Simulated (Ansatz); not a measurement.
# doublet C2H5O at 6 levels

Aim: a comparison of 6 runs (UB3LYP/6-31G*, U-revPBE/def2-SVPD, U-wB97M-V/def2-SVPD, UB3LYP/def2-SVPD, UBHLYP/def2-SVPD, RPA@PBE/def2-SVPD) of doublet C2H5O. 

The results are computed with Ansatz 0.2.0.

### 1 The system as given

The species is C2H5O (8 atoms), meant as a doublet with charge 0. SMILES of the parent species: `CC[O-]`. The shape is that of a PBE0-D4/def2-TZVPD optimisation. That shape belongs to the parent species and isn't relaxed for this state.

Bond lengths: C1–C2 1.548 Å, C2–O3 1.325 Å, C1–H4 1.103 Å, C1–H5 1.097 Å, C1–H6 1.097 Å, C2–H7 1.138 Å, C2–H8 1.138 Å. Some angles: C1–C2–O3 114.4°, C1–C2–H7 104.5°, C1–C2–H8 104.5°, O3–C2–H7 114.8°, O3–C2–H8 114.8°, C2–C1–H4 112.2°, C2–C1–H5 109.5°, C2–C1–H6 109.5°, H7–C2–H8 102.5°, H4–C1–H5 108.9°.

### 2 The energy at UB3LYP/6-31G(d) (spherical functions) (run 1)

Input file job.yaml:

```yaml
crystal:
  periodic: [false, false, false]
  atoms:
    - {symbol: C, position_ang: [-0.440680, 0.576090, -0.258010]}
    - {symbol: C, position_ang: [0.455590, -0.573780, 0.261950]}
    - {symbol: O, position_ang: [1.696460, -0.210870, 0.553250]}
    - {symbol: H, position_ang: [-1.463760, 0.234370, -0.488810]}
    - {symbol: H, position_ang: [0.003400, 1.006710, -1.163790]}
    - {symbol: H, position_ang: [-0.492690, 1.370710, 0.496300]}
    - {symbol: H, position_ang: [0.369470, -1.383990, -0.532330]}
    - {symbol: H, position_ang: [-0.127780, -1.019260, 1.131420]}
basis:
  gaussian: {orbitals: 6-31G_st_-spherical.json}
output: {orbitals: {seedname: orbitals}}
accuracy: high
hamiltonian: {xc: {name: B3LYP}}
magnetization: {spin_polarized: true, initial_magnetization: 1}
```

The basis set 6-31G* is read from a file made from the Basis Set Exchange's data (not shown).

Started as:

```sh
ansatz run job.yaml --threads 1 --pin off --max-ram 3480MiB --events-out events.jsonl --progress --plain --runs-dir runs
```

Log:

```text
Warning: RAYON_NUM_THREADS=1 ignored (pool sized by the plan → 1); use --threads N
Functional definition: B3LYP
  name "B3LYP"
  parameter a0 = 0.2
  parameter ax = 0.72
  parameter ac = 0.81
  exchange = (1 - a0 - ax)*slater_x + ax*b88_x + a0*exact_x
  correlation = (1 - ac)*vwn_rpa_c + ac*lyp_c
1248 factors; integrals over basis functions are off by at most 3.4e-9 eV
mean field evaluation 1: about -4195.5790 eV, gradient 3.1e1 eV
mean field evaluation 2: about -4193.6825 eV, gradient 3.8e1 eV
mean field evaluation 4: about -4200.1802 eV, gradient 2.9e0 eV
mean field evaluation 8: about -4200.3805 eV, gradient 1.3e-1 eV
mean field evaluation 16: about -4200.3806 eV, gradient 3.9e-5 eV
mean field evaluation 32: about -4200.3806 eV, gradient 5.2e-7 eV
mean field -4200.38057324 eV, -154.3611389464 hartree, gradient 3.8e-8 eV, S^2 0.753821; 2 other end points of the search recorded, 0 dependent functions left out
reference -4200.38060140 eV, -154.3611399814 hartree; 13, 12 occupied and 39, 40 virtual orbitals, 1248 factors
Total energy: -4200.38060140 eV, -154.3611399814 hartree
```

It took 10 s on 1 thread of Arm Neoverse V2, shared host; peak memory 0.2 GiB.

### 3 The energy at U-revPBE/def2-SVPD (run 2)

Input file run.yaml:

```yaml
basis:
  gaussian: {orbitals: def2-SVPD}
crystal:
  periodic: [false, false, false]
  atoms:
    - {symbol: C, position_ang: [-0.440680, 0.576090, -0.258010]}
    - {symbol: C, position_ang: [0.455590, -0.573780, 0.261950]}
    - {symbol: O, position_ang: [1.696460, -0.210870, 0.553250]}
    - {symbol: H, position_ang: [-1.463760, 0.234370, -0.488810]}
    - {symbol: H, position_ang: [0.003400, 1.006710, -1.163790]}
    - {symbol: H, position_ang: [-0.492690, 1.370710, 0.496300]}
    - {symbol: H, position_ang: [0.369470, -1.383990, -0.532330]}
    - {symbol: H, position_ang: [-0.127780, -1.019260, 1.131420]}
magnetization: {spin_polarized: true, initial_magnetization: 1}
hamiltonian: {xc: {name: revPBE}}
accuracy: high
output: {orbitals: {seedname: orbitals}}
```

Started as:

```sh
ansatz run run.yaml --threads 1 --pin off --max-ram 3480MiB --events-out events.jsonl --progress --plain --runs-dir runs
```

Log:

```text
Warning: RAYON_NUM_THREADS=1 ignored (pool sized by the plan → 1); use --threads N
Functional definition: revPBE
  name "revPBE"
  parameter kappa = 1.245
  parameter beta = 0.06672455060314922
  exchange = pbe_x(kappa = kappa, mu = beta*pi^2/3)
  correlation = pbe_c(beta = beta)
2103 factors; integrals over basis functions are off by at most 3.2e-9 eV
mean field evaluation 1: about -4189.7430 eV, gradient 3.7e1 eV
mean field evaluation 2: about -4177.4728 eV, gradient 6.0e1 eV
mean field evaluation 4: about -4195.9914 eV, gradient 1.0e1 eV
mean field evaluation 8: about -4196.4306 eV, gradient 1.8e-1 eV
mean field evaluation 16: about -4196.4307 eV, gradient 1.1e-4 eV
mean field evaluation 32: about -4196.1709 eV, gradient 6.3e0 eV
mean field -4196.43071049 eV, -154.2159841675 hartree, gradient 8.0e-8 eV, S^2 0.753104; 3 other end points of the search recorded, 0 dependent functions left out
reference -4196.43071524 eV, -154.2159843423 hartree; 13, 12 occupied and 90, 91 virtual orbitals, 2103 factors
Total energy: -4196.43071524 eV, -154.2159843423 hartree
```

It took 17 s on 1 thread of Arm Neoverse V2, shared host; peak memory 0.31 GiB.

Runs 3 to 5 aren't shown in full; the table further down has their settings and results.

### 4 The energy at RPA@PBE/def2-SVPD (run 6)

Changes to job.yaml since step 2:

```diff
@@ -12,6 +12,6 @@
 basis:
-  gaussian: {orbitals: 6-31G_st_-spherical.json}
-output: {orbitals: {seedname: orbitals}}
+  gaussian: {orbitals: def2-SVPD}
+magnetization: {spin_polarized: true, initial_magnetization: 1}
+hamiltonian: {xc: {name: PBE}}
+correlation: {method: rpa, frozen_orbitals: {C: 1, H: 0, O: 1}}
 accuracy: high
-hamiltonian: {xc: {name: B3LYP}}
-magnetization: {spin_polarized: true, initial_magnetization: 1}
```

Started as:

```sh
ansatz run job.yaml --threads 1 --pin off --max-ram 3480MiB --events-out events.jsonl --progress --plain --runs-dir runs
```

Log:

```text
Warning: RAYON_NUM_THREADS=1 ignored (pool sized by the plan → 1); use --threads N
Functional definition: PBE
  name "PBE"
  parameter kappa = 0.804
[... 3 set-up lines as earlier in the session ...]
2103 factors; integrals over basis functions are off by at most 3.2e-9 eV
mean field evaluation 1: about -4185.3285 eV, gradient 3.8e1 eV
mean field evaluation 2: about -4185.3286 eV, gradient 3.8e1 eV
mean field evaluation 4: about -4192.0627 eV, gradient 8.7e0 eV
mean field evaluation 8: about -4192.4267 eV, gradient 3.2e-1 eV
mean field evaluation 16: about -4192.4271 eV, gradient 1.2e-4 eV
mean field evaluation 32: about -4192.4271 eV, gradient 4.5e-8 eV
mean field evaluation 64: about -4192.3770 eV, gradient 5.4e-2 eV
mean field -4192.42714196 eV, -154.0688557379 hartree, gradient 4.5e-8 eV, S^2 0.752953; 4 other end points of the search recorded, 0 dependent functions left out
3 core orbitals not correlated: weight in the atoms' cores, before any rotation towards them, 1.000 or more for the frozen orbitals, at most 0.000 for the correlated occupied ones
reference -4171.53306817 eV, -153.3010126885 hartree; 10, 9 occupied and 90, 91 virtual orbitals, 2103 factors
Total energy: -4192.82552298 eV, -154.0834959703 hartree
```

Run time: 26 s. Hardware: 1 thread of Arm Neoverse V2, shared host; peak memory 0.48 GiB.

### 5 Overview of the runs

| run | level | frozen core orbitals | energy (Eh) | HOMO energy (eV) | LUMO energy (eV) | ⟨S²⟩ | wall time |
| --- | --- | --- | --- | --- | --- | --- | --- |
| 1 | UB3LYP/6-31G* (spherical functions) | – | -154.361140 | -6.97 | -3.89 | 0.754 | 10 s |
| 2 | U-revPBE/def2-SVPD | – | -154.215984 | -5.92 | -5.43 | 0.753 | 17 s |
| 3 | U-wB97M-V/def2-SVPD | – | -154.178701 | -10.09 | -1.74 | 0.755 | 3.2 min |
| 4 | UB3LYP/def2-SVPD | – | -154.263313 | -7.42 | -4.41 | 0.755 | 23 s |
| 5 | UBHLYP/def2-SVPD | – | -154.170152 | -9.30 | -2.25 | 0.757 | 21 s |
| 6 | RPA@PBE/def2-SVPD | 3 | -154.083496 | – | – | 0.753 | 26 s |

### 6 Results

| quantity | value |
| --- | --- |
| run 6: total energy | -154.08350 Eh |
| run 6: RPA correlation energy (valence) | -782.5 mEh |
| run 6: ⟨S²⟩ of the reference determinant | 0.753 |

In words: Totals of different functionals can't be ranked against each other. All runs together took 4.8 min, the longest 3.2 min.
